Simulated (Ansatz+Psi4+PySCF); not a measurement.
## doublet LiF(+): levels of theory in one basis

```csv
atom,x (Å),y (Å),z (Å)
Li,0.0000,0.0000,-1.1750
F,0.0000,0.0000,0.3916
```

Basis set: cc-pCVTZ on Li; cc-pVTZ on F (spherical functions). Frozen core: 1 orbital. Correlation on ROHF uses semicanonical orbitals with singles. Charge 1, multiplicity 2.

Computed with Ansatz (development build ahead of 0.2.0) and Psi4 1.11; each method stands on the lowest determinant of its kind that the runs found.

| method | E − E(ROHF) (eV) | <S²> of the determinant |
| --- | --- | --- |
| ROHF | 0.00 | 0.75 |
| UHF | -0.13 | 0.75 |
| ROHF-MP2 | -6.59 | – |
| UHF-MP2 | -6.58 | 0.75 |
| ROHF-CCSD | -7.01 | – |
| UHF-CCSD | -7.01 | 0.75 |
| ROHF-CCSD(T) | -7.11 | – |
| UHF-CCSD(T) | -7.11 | 0.75 |
